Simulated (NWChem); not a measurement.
C$_{2}$H$_{3}$, doublet; SMILES [CH]=C

Results from NWChem. Pople sets run with spherical d functions. Spin-unrestricted. In the optimisation the excess spin sits in a' (Cs, its own frame). Geometry: optimised at PBE0/def2-SVP, spin-unrestricted. No stability test was run on the SCF state. Level: M05-2X/6-31G* with SMD (1 M gas to 1 M solution), gas-phase geometry. Reactions with the solvent are ignored.

**Question.** What does the run give for solvent water? Quantities: solvation free energy (kcal/mol); cavity-dispersion-structure term (kcal/mol); dipole in solution (D).

**Answer.** solvation free energy (kcal/mol): 1.1
cavity-dispersion-structure term (kcal/mol): 3.8
dipole in solution (D): 0.89
